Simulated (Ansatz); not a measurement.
C3H6F2O can be A, `CC(O)(F)CF`, or B, `FCCOCF`.

Isolated molecules relaxed with PBE0-D4/def2-TZVP in Ansatz; ΔE leaves out vibrations. CCSD(T)/CBS adds triple-zeta CCSD(T) − MP2 to the extrapolated MP2 energy (def2 sets, frozen cores). Functionals use def2-TZVPP. B3LYP here is the variant with VWN-RPA as its local correlation; programs differ in this. One conformer a species, not always the lowest.

(1) Which isomer does CCSD(T)/CBS put lower? Give the gap. (Estimate.)

(2) Give E(B) − E(A) in kJ/mol with r2SCAN-D4, BLYP-D4, CCSD(T)/def2-TZVPP, B2PLYP, ωB97M-V, B3LYP-D4, B3LYP. (An estimate is asked.)

(3) Does the order hold for the free energy at 298.15 K (harmonic terms from PBE0-D4)? (Best estimate.)

Largest T1 diagnostic: 0.011.

Answers

(1) Ansatz gave: A, by 77.1 kJ/mol.

(2) Ansatz gave: r2SCAN-D4 77.4, BLYP-D4 64.2, CCSD(T)/def2-TZVPP 74.6, B2PLYP 68.9, ωB97M-V 76.8, B3LYP-D4 67.1, B3LYP 63.6. None reverses the order clearly.

(3) The calculation gave: Yes: G(B) − G(A) = +76.5 kJ/mol, for one conformer each. Modes under 60 cm⁻¹, often nearly free rotors, make the harmonic entropy too high.

From PBE to PBE0 (25 % exact exchange), in def2-TZVPP and without D4, E(B) − E(A) moves by +3.2 kJ/mol. The D4 term adds +3.4 kJ/mol with B3LYP and +1.7 kJ/mol with PBE0; it sums over pairs of atoms, weighted by their polarisabilities, and B3LYP, whose exchange is more repulsive, gets the larger term.
